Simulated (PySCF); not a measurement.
Molecule: C2H3O (charge 0, doublet). It need not be the lowest isomer of its formula. 
Coordinates optimised at B3LYP-D3(BJ)/def2-TZVP (Ansatz):
SMILES: [CH]1CO1
```xyz
6

C     -0.0023     0.7447    -0.3759
O      0.0458     0.0944     0.8207
C      0.0483    -0.6990    -0.4192
H     -0.7822     1.4623    -0.6108
H     -0.8485    -1.2960    -0.5529
H      0.9884    -1.1956    -0.6312
```
Charge 0, spin multiplicity 2.

Dispersion corrections to the total energy (kcal/mol) from the dftd3 and dftd4 libraries through PySCF: D3(BJ) without and D4 with the three-body term, each with the damping fitted for the functional named.

| functional | D3(BJ) | D4 |
|---|---|---|
| r2SCAN | -0.38 | -0.33 |
| BHLYP | -1.99 | -1.52 |
| TPSSh | (withheld) | -1.77 |
| BP86 | (withheld) | -1.80 |
| TPSS | (withheld) | -1.97 |
| PBE0 | -1.27 | -1.17 |
| B2GP-PLYP | -0.82 | -0.57 |

Fill in the missing entries.


- TPSSh, D3(BJ): -1.70
- BP86, D3(BJ): -2.25
- TPSS, D3(BJ): -1.90
